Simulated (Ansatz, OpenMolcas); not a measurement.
# How methods differ on HBS (SMILES B=S)

The species is HBS (3 atoms), meant as a singlet with charge 0. As SMILES, `B=S`. Geometry: relaxed at PBE0-D4/def2-TZVP.

```
atom    x (Å)    y (Å)    z (Å)
   B  -0.0387  -0.0146   0.1348
   S   0.3992   0.1476  -1.3933
   H  -0.3605  -0.1331   1.2585
```

Quantity: the vertical energy of the triplet above the singlet, in eV. The values are calculated.

| level | kind | program | value (eV) | CPU time (all runs) |
| --- | --- | --- | --- | --- |
| HF/def2-TZVPPD | Hartree–Fock | Ansatz | 3.69 | 33 s |
| SVWN5/def2-TZVPPD | LDA | OpenMolcas | 4.82 | 52 s |
| BLYP/def2-TZVPPD | GGA | OpenMolcas | 4.62 | 74 s |
| BHLYP/def2-TZVPPD | global hybrid | Ansatz | 4.38 | 3 min |
| HSE06/def2-TZVPPD | range-separated hybrid | Ansatz | 4.43 | 2 min |
| RPA@PBE/def2-TZVPPD | RPA | Ansatz | 4.65 | 3 min |
| MP2/def2-TZVPPD | perturbation theory | Ansatz | 4.92 | 43 s |
| CCSD/def2-TZVPPD | coupled cluster or CI | Ansatz | 4.58 | 61 s |
| FCI/STO-3G, open shells restricted | exact in the basis | OpenMolcas | 5.20 | 9.7 s |

The values span 3.69 to 5.20 eV. High-level rows in very small sets aren't better than simpler rows in larger ones. CPU times are rough (shared hosts, several kinds of processor and program).
